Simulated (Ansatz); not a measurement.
Cubic perovskite CsSnBr₃ was calculated with PBE-D3(BJ) (plane waves, PAW; Ansatz, a first-principles code).

Run with plane-wave cutoff 520 eV, 6×6×6 k mesh, Fermi–Dirac smearing 0.01 eV, scalar-relativistic PAW data made under PBE.

Pressure at four volumes; x = ln(V/39.352 Å³). One pressure is withheld.

```
V (Å³/atom)        x  P (GPa)
-----------  -------  -------
36.991       -0.0619        ?
37.778       -0.0408    0.968
39.352        0.0000    0.000
41.713        0.0583   -1.104
```

### Question
Pass a parabola P(x) through the three rows shown, estimate the bulk modulus and its pressure derivative near zero pressure, and predict the withheld pressure.

### Answer
Slopes between the rows: (0.000 − (0.968))/(0.0000 − (-0.0408)) = -23.73 and (-1.104 − (0.000))/(0.0583 − (0.0000)) = -18.94 GPa. Their difference over the span 0.0991 is c = 4.79/0.0991 = 48.3 GPa, so P(x) = 0.968 + (-23.73)(x − (-0.0408)) + 48.3 (x − (-0.0408))(x − (0.0000)). At the middle row B = −dP/dx = −[-23.73 + 48.3 × 0.0408] = 21.8 GPa, and B′ = dB/dP = 2c/B = 4.4. At x = -0.0619 the parabola gives 1.532 GPa; the run gives 1.539 GPa. The Birch–Murnaghan fit to the energies at all volumes has B0 = 21.6 GPa and B′ = 4.5.

Note: the relaxation could not lower the start's symmetry, so the cell can be a saddle point above a distorted one.

Spin–orbit coupling is not included.
